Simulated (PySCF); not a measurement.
A thermochemical cycle for BCl

r²SCAN in PySCF with def2-TZVPPD on every atom, for the lowest determinant that a PBE0 search found; no spin–orbit coupling. BCl, a singlet (closed shell), has De = 5.35 eV to neutral atoms, and BCl⁺, a doublet (σ ↑), has De = 4.58 eV to B⁺ + Cl.

At the same level the B atom ionises at 8.76 eV.

**Question.** What is the adiabatic ionisation energy of the molecule, and does ionisation strengthen or weaken the bond?

**Answer.** IE = IE(B) + De(neutral) − De(ion) = 8.76 + 5.35 − 4.58 = 9.53 eV. De changes by -0.77 eV, so ionisation weakens the bond.

For an ion De counts to the pair picked by the measured ionisation energies or electron affinities, which need not be the lowest pair at this level. States were picked by a PBE0 search and need not be the measured ground states.
